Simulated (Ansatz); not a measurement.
# BH (triplet): from Hartree-Fock to the top rungs at distance B1–H2 = 1.061 Å, cc-pVQZ

How much of the correlation energy of BH (triplet) does each wave-function method recover here?

Computed with Ansatz 0.2.0, Gaussian basis. Level: cc-pVQZ, core rule «outside noble gas», up to 1 orbitals frozen.

To be run: UHF; CCSD(T) on ROHF; CCSD(T) on UHF; BCCD(T) on ROHF; CCSDT(Q) on ROHF; CCSDT(Q) on UHF; CASSCF and NEVPT2, 4 electrons in 5 orbitals; Full CI.

17 further runs of the same task are left out: 10 that didn't finish, 7 set aside as unsound or not needed.

### 1 The geometry

The geometry derives from a PBE0/def2-TZVP stationary point (not a proven minimum). One bond is set to the value named and the two fragments are kept rigid.

2 atoms, charge 0, spin multiplicity 3.

Atoms are counted from 1 here; the program's logs count them from 0.

Bond lengths: B1–H2 1.061 Å.

Coordinates:

```xyz
2
charge 0, multiplicity 3
B     0.00000    0.00000    0.00000
H     0.00000    0.00000    1.06100
```

In the tables R marks a restricted open-shell determinant and U an unrestricted one; 'valence' is the active space of 4 electrons in 5 orbitals; energies count from the table's Hartree-Fock row.

### 2 UHF

in.yaml reads:

```yaml
crystal:
  periodic: [false, false, false]
  atoms:
    - {symbol: B, position_ang: [0.000000, 0.000000, 0.000000]}
    - {symbol: H, position_ang: [0.000000, 0.000000, 1.061000]}
basis:
  gaussian: {orbitals: cc-pVQZ}
magnetization: {spin_polarized: true, initial_magnetization: 2}
hamiltonian: {xc: hf}
output: {orbitals: {seedname: orbitals}}
```

Command:

```console
$ ansatz run in.yaml --threads 1 --pin off --events-out ev --progress --plain --max-ram 2393MiB
```

Output:

```text
Functional definition: HF
  name "HF"
  cite "Fock, Z. Phys. 61, 126 (1930) doi:10.1007/BF01340294"
  parent pbe
  exchange = exact_x
  correlation = 0
280 factors; their error is unknown
mean field evaluation 1: about -682.3067 eV, gradient 7.7e0 eV
mean field evaluation 2: about -683.0335 eV, gradient 3.3e0 eV
mean field evaluation 4: about -683.2753 eV, gradient 4.6e-1 eV
mean field evaluation 8: about -683.2787 eV, gradient 5.3e-2 eV
mean field evaluation 16: about -683.0330 eV, gradient 3.3e0 eV
mean field -683.27868487 eV, -25.1100285260 hartree, gradient 5.9e-6 eV, S^2 2.002517; 0 other end points of the search recorded, 0 dependent functions left out
reference -683.27868487 eV, -25.1100285260 hartree; 4, 2 occupied and 81, 83 virtual orbitals, 280 factors
Total energy: -683.27868487 eV, -25.1100285260 hartree
```

It took 0.3 s on 1 thread of Arm Neoverse N1, shared host.

From the report: ⟨S²⟩ of the determinant 2.003 (pure triplet: 2.00).

### 3 CCSD(T) on ROHF

in.yaml reads:

```yaml
crystal:
  periodic: [false, false, false]
  atoms:
    - {symbol: B, position_ang: [0.000000, 0.000000, 0.000000]}
    - {symbol: H, position_ang: [0.000000, 0.000000, 1.061000]}
basis:
  gaussian: {orbitals: cc-pVQZ}
magnetization: {spin_polarized: false, initial_magnetization: 2}
correlation: {method: ccsd_t, electrons: outside_noble_gas}
```

Launched as before.

Output, cut to the lines that bear on the results:

```text
Functional definition: HF
  name "HF"
  cite "Fock, Z. Phys. 61, 126 (1930) doi:10.1007/BF01340294"
  parent pbe
[...]
506 factors; integrals over basis functions are off by at most 8.7e-4 eV
[...]
mean field -683.24651696 eV, -25.1088463773 hartree, gradient 3.1e-6 eV, S^2 2.000000; 2 other end points of the search recorded, 0 dependent functions left out
[...]
1 core orbitals not correlated: weight in the atoms' cores, before any rotation towards them, 1.000 or more for the frozen orbitals, at most 0.000 for the correlated occupied ones
reference -683.24651696 eV, -25.1088463773 hartree; 3, 1 occupied and 81, 83 virtual orbitals, 506 factors
second order -1.46197863 eV of doubles, -0.02207757 eV of singles
cycle   1  -1.71007647 eV  change   -2.3e-1 eV  update   3.6e-2
[...]
cycle   9  -1.82063577 eV  change   -1.9e-8 eV  update   3.8e-6
perturbative correction -0.03777025 eV, -0.0013880312 hartree
Total energy: -685.10492299 eV, -25.1771415390 hartree
```

It took 3.6 s on 1 thread of Arm Neoverse N1, shared host; peak memory 0.31 GiB.

From the report: correlation -1.8584 eV; T1 0.020; largest double amplitude 0.04.

### 4 CCSD(T) on UHF

in.yaml, as its differences from that of step 3:

```diff
@@ -7,3 +7,3 @@
   gaussian: {orbitals: cc-pVQZ}
-magnetization: {spin_polarized: false, initial_magnetization: 2}
+magnetization: {spin_polarized: true, initial_magnetization: 2}
 correlation: {method: ccsd_t, electrons: outside_noble_gas}
```

Same command.

Output, cut to the lines that bear on the results:

```text
Functional definition: HF
  name "HF"
  cite "Fock, Z. Phys. 61, 126 (1930) doi:10.1007/BF01340294"
  parent pbe
[...]
506 factors; integrals over basis functions are off by at most 8.7e-4 eV
[...]
mean field -683.27869481 eV, -25.1100288912 hartree, gradient 1.3e-6 eV, S^2 2.002517; 2 other end points of the search recorded, 0 dependent functions left out
1 core orbitals not correlated: weight in the atoms' cores, before any rotation towards them, 1.000 or more for the frozen orbitals, at most 0.000 for the correlated occupied ones
reference -683.27869481 eV, -25.1100288912 hartree; 3, 1 occupied and 81, 83 virtual orbitals, 506 factors
second order -1.45381773 eV of doubles, -0.00000000 eV of singles
cycle   1  -1.67844655 eV  change   -2.2e-1 eV  update   3.6e-2
[...]
cycle   9  -1.78958281 eV  change   -4.1e-7 eV  update   3.9e-6
perturbative correction -0.03736915 eV, -0.0013732910 hartree
Total energy: -685.10564677 eV, -25.1771681374 hartree
```

It took 3.2 s on 1 thread of Arm Neoverse N1, shared host; peak memory 0.31 GiB.

From the report: ⟨S²⟩ of the determinant 2.003 (pure triplet: 2.00); correlation -1.8270 eV; T1 0.016; largest double amplitude 0.04.

### 5 BCCD(T) on ROHF

in.yaml reads:

```yaml
crystal:
  periodic: [false, false, false]
  atoms:
    - {symbol: B, position_ang: [0.000000, 0.000000, 0.000000]}
    - {symbol: H, position_ang: [0.000000, 0.000000, 1.061000]}
basis:
  gaussian: {orbitals: cc-pVQZ}
magnetization: {spin_polarized: false, initial_magnetization: 2}
correlation: {method: bccd_t, electrons: outside_noble_gas}
```

The command is unchanged.

Output, cut to the lines that bear on the results:

```text
Functional definition: HF
  name "HF"
  cite "Fock, Z. Phys. 61, 126 (1930) doi:10.1007/BF01340294"
  parent pbe
[...]
506 factors; integrals over basis functions are off by at most 8.7e-4 eV
[...]
mean field -683.24651696 eV, -25.1088463773 hartree, gradient 3.1e-6 eV, S^2 2.000000; 2 other end points of the search recorded, 0 dependent functions left out
[...]
1 core orbitals not correlated: weight in the atoms' cores, before any rotation towards them, 1.000 or more for the frozen orbitals, at most 0.000 for the correlated occupied ones
reference -683.24651696 eV, -25.1088463773 hartree; 3, 1 occupied and 81, 83 virtual orbitals, 506 factors
second order -1.46197863 eV of doubles, -0.02207757 eV of singles
cycle   1  -1.71529626 eV  change   -2.3e-1 eV  update   3.6e-2
[...]
cycle   9  -1.82022149 eV  change    3.7e-7 eV  update   4.2e-6
perturbative correction -0.03829879 eV, -0.0014074546 hartree
Total energy: -685.10503725 eV, -25.1771457379 hartree
```

Run time: 4.7 s. Hardware: 1 thread of Arm Neoverse N1, shared host; peak memory 0.4 GiB.

From the report: correlation -1.8585 eV; largest double amplitude 0.04.

### 6 CCSDT(Q) on ROHF

in.yaml, as its differences from that of step 5:

```diff
@@ -8,2 +8,2 @@
 magnetization: {spin_polarized: false, initial_magnetization: 2}
-correlation: {method: bccd_t, electrons: outside_noble_gas}
+correlation: {method: ccsdt_q, electrons: outside_noble_gas}
```

Same command.

Output, cut to the lines that bear on the results:

```text
Functional definition: HF
  name "HF"
  cite "Fock, Z. Phys. 61, 126 (1930) doi:10.1007/BF01340294"
  parent pbe
[...]
962 factors; integrals over basis functions are off by at most 2.0e-7 eV
[...]
mean field -683.24651707 eV, -25.1088463811 hartree, gradient 1.9e-6 eV, S^2 2.000000; 2 other end points of the search recorded, 0 dependent functions left out
[...]
1 core orbitals not correlated: weight in the atoms' cores, before any rotation towards them, 1.000 or more for the frozen orbitals, at most 0.000 for the correlated occupied ones
reference -683.24651707 eV, -25.1088463811 hartree; 3, 1 occupied and 81, 83 virtual orbitals, 962 factors
second order -1.46198073 eV of doubles, -0.02207759 eV of singles
cycle   1  -1.71007399 eV  change   -2.3e-1 eV  update   3.9e-2
[...]
cycle  12  -1.86771596 eV  change   -2.7e-9 eV  update   4.4e-7
perturbative correction -0.00037433 eV, -0.0000137565 hartree
Total energy: -685.11460736 eV, -25.1774974331 hartree
```

Wall time 82 s (1 thread of Arm Neoverse N1, shared host); peak memory 0.96 GiB.

From the report: correlation -1.8681 eV; T1 0.021; largest double amplitude 0.04.

### 7 CCSDT(Q) on UHF

in.yaml, as its differences from that of step 6:

```diff
@@ -7,3 +7,3 @@
   gaussian: {orbitals: cc-pVQZ}
-magnetization: {spin_polarized: false, initial_magnetization: 2}
+magnetization: {spin_polarized: true, initial_magnetization: 2}
 correlation: {method: ccsdt_q, electrons: outside_noble_gas}
```

Same command.

Output, cut to the lines that bear on the results:

```text
Functional definition: HF
  name "HF"
  cite "Fock, Z. Phys. 61, 126 (1930) doi:10.1007/BF01340294"
  parent pbe
[...]
962 factors; integrals over basis functions are off by at most 2.0e-7 eV
[...]
mean field -683.27869493 eV, -25.1100288959 hartree, gradient 1.1e-6 eV, S^2 2.002517; 2 other end points of the search recorded, 0 dependent functions left out
1 core orbitals not correlated: weight in the atoms' cores, before any rotation towards them, 1.000 or more for the frozen orbitals, at most 0.000 for the correlated occupied ones
reference -683.27869493 eV, -25.1100288959 hartree; 3, 1 occupied and 81, 83 virtual orbitals, 962 factors
second order -1.45381978 eV of doubles, -0.00000000 eV of singles
cycle   1  -1.67844406 eV  change   -2.2e-1 eV  update   3.8e-2
[...]
cycle  12  -1.83631118 eV  change    2.1e-8 eV  update   4.8e-7
perturbative correction -0.00038012 eV, -0.0000139690 hartree
Total energy: -685.11538623 eV, -25.1775260559 hartree
```

It took 80 s on 1 thread of Arm Neoverse N1, shared host; peak memory 0.95 GiB.

From the report: ⟨S²⟩ of the determinant 2.003 (pure triplet: 2.00); correlation -1.8367 eV; T1 0.017; largest double amplitude 0.04.

### 8 CASSCF and NEVPT2, 4 electrons in 5 orbitals

in.yaml reads:

```yaml
crystal:
  periodic: [false, false, false]
  atoms:
    - {symbol: B, position_ang: [0.000000, 0.000000, 0.000000]}
    - {symbol: H, position_ang: [0.000000, 0.000000, 1.061000]}
basis:
  gaussian: {orbitals: cc-pVQZ}
magnetization: {spin_polarized: false, initial_magnetization: 2}
correlation: {method: sc_nevpt2, electrons: outside_noble_gas, active_space: {window: {electrons: 4, orbitals: 5}, shells: [{species: B, l: s, shell: 2}, {species: B, l: p, shell: 2}, {species: H, l: s, shell: 1}]}}
```

Same command.

Output:

```text
Functional definition: HF
  name "HF"
  cite "Fock, Z. Phys. 61, 126 (1930) doi:10.1007/BF01340294"
  parent pbe
  exchange = exact_x
  correlation = 0
962 factors; integrals over basis functions are off by at most 2.0e-7 eV
mean field evaluation 1: about -681.9555 eV, gradient 8.3e0 eV
mean field evaluation 2: about -681.9557 eV, gradient 8.3e0 eV
mean field evaluation 4: about -683.2295 eV, gradient 9.8e-1 eV
mean field evaluation 8: about -683.2465 eV, gradient 4.8e-4 eV
mean field evaluation 16: about -683.2465 eV, gradient 4.5e-4 eV
mean field -683.24651707 eV, -25.1088463811 hartree, gradient 1.9e-6 eV, S^2 2.000000; 2 other end points of the search recorded, 0 dependent functions left out
reference -683.24651707 eV, -25.1088463811 hartree; 4, 2 occupied and 81, 83 virtual orbitals, 962 factors
state -683.82594677 eV, -25.1301400300 hartree
state -683.82594677 eV, -25.1301400300 hartree; corrected -684.74544361 eV, -25.1639309156 hartree
Total energy: -684.74544361 eV, -25.1639309156 hartree
Checks for a lower state left out: starts, orbital_swaps
```

Run time: 2.4 s. Hardware: 1 thread of Arm Neoverse N1, shared host.

From the report: 24 determinants; active occupations 1.98, 1.00, 1.00, 0.01, 0.01.

### 9 Full CI

in.yaml reads:

```yaml
crystal:
  periodic: [false, false, false]
  atoms:
    - {symbol: B, position_ang: [0.000000, 0.000000, 0.000000]}
    - {symbol: H, position_ang: [0.000000, 0.000000, 1.061000]}
basis:
  gaussian: {orbitals: cc-pVQZ}
magnetization: {spin_polarized: false, initial_magnetization: 2}
correlation: {method: fci, electrons: outside_noble_gas}
```

The command is unchanged.

Output:

```text
Functional definition: HF
  name "HF"
  cite "Fock, Z. Phys. 61, 126 (1930) doi:10.1007/BF01340294"
  parent pbe
  exchange = exact_x
  correlation = 0
962 factors; integrals over basis functions are off by at most 2.0e-7 eV
mean field evaluation 1: about -681.9555 eV, gradient 8.3e0 eV
mean field evaluation 2: about -681.9557 eV, gradient 8.3e0 eV
mean field evaluation 4: about -683.2295 eV, gradient 9.8e-1 eV
mean field evaluation 8: about -683.2465 eV, gradient 4.8e-4 eV
mean field evaluation 16: about -683.2465 eV, gradient 4.5e-4 eV
mean field -683.24651707 eV, -25.1088463811 hartree, gradient 1.9e-6 eV, S^2 2.000000; 2 other end points of the search recorded, 0 dependent functions left out
mean field evaluation 32: about -683.2673 eV, gradient 1.0e0 eV
1 core orbitals not correlated: weight in the atoms' cores, before any rotation towards them, 1.000 or more for the frozen orbitals, at most 0.000 for the correlated occupied ones
reference -683.24651707 eV, -25.1088463811 hartree; 3, 1 occupied and 81, 83 virtual orbitals, 962 factors
state -685.11445387 eV, -25.1774917926 hartree
Total energy: -685.11445387 eV, -25.1774917926 hartree
```

It took 76 s on 1 thread of Arm Neoverse N1, shared host; peak memory 0.58 GiB.

From the report: 3,037,760 determinants, symmetry B1.

### 10 How many determinants matter

Natural occupations of the FCI state about the gap (report; correlated orbitals 1 to 10): 1.953, 0.991, 0.989, 0.018, 0.013, 0.008, 0.007, 0.005, 0.004, 0.003. The count of effectively unpaired electrons, Σ n²(2 − n)², is 2.01; a single determinant of this spin has 2.

### 11 The ladder

The yardstick is full CI for this spin, exact in this basis with these frozen cores. Rows without a time come out of other runs: HF, MP2 and CCSD of CCSD(T), CCSDT of CCSDT(Q), CASSCF and MRCISD of the multireference runs.

Differences are taken before rounding.

```csv
method,energy from the lowest RHF (meV),from FCI (meV),time
RHF,0.0,+1867.9,
UHF,-32.2,+1835.8,
RMP2,-1484.1,+383.9,
UMP2,-1486.0,+381.9,
RCCSD,-1820.6,+47.3,
UCCSD,-1821.8,+46.2,
RCCSD(T),-1858.4,+9.5,3.6 s
UCCSD(T),-1859.1,+8.8,3.2 s
BCCD(T),-1858.5,+9.4,4.7 s
RCCSDT,-1867.7,+0.2,
UCCSDT,-1868.5,-0.6,
RCCSDT(Q),-1868.1,-0.2,82 s
UCCSDT(Q),-1868.9,-0.9,80 s
CASSCF valence,-579.4,+1288.5,
NEVPT2 valence,-1498.9,+369.0,2.4 s
FCI,-1867.9,0,76 s
```

Among the levels timed on like hardware and quicker than the yardstick, those that no quicker one beats, quickest first: NEVPT2 valence (2.4 s, +369.0 meV); UCCSD(T) (3.2 s, +8.8 meV).

### 12 Summary of results

```
                         quantity                                                              value
         FCI below the RHF energy                                                         -1.8679 eV
                    RMP2 from FCI                                                         +383.9 meV
                    UMP2 from FCI                                                         +381.9 meV
                   RCCSD from FCI                                                          +47.3 meV
                RCCSD(T) from FCI                                                           +9.5 meV
                UCCSD(T) from FCI                                                           +8.8 meV
               RCCSDT(Q) from FCI                                                           -0.2 meV
               UCCSDT(Q) from FCI                                                           -0.9 meV
          NEVPT2 valence from FCI                                                         +369.0 meV
levels within 1 kcal/mol (43 meV)  RCCSD(T), UCCSD(T), BCCD(T), RCCSDT, UCCSDT, RCCSDT(Q), UCCSDT(Q)
                    T1 diagnostic                                                              0.020
   effectively unpaired electrons                                                               2.01
```

What this shows: RCCSD(T) misses by +9.5 meV, 0.5 % of the correlation energy. One determinant dominates. These misses are within one basis, not against nature; the frozen cores of restricted and unrestricted runs differ, which can shift their rows.

For cost: UCCSD(T) gets within 8.8 meV in 3.2 s, where FCI took 76 s; the quickest level in the cost chart, NEVPT2 valence, takes 2.4 s and misses by 369.0 meV.
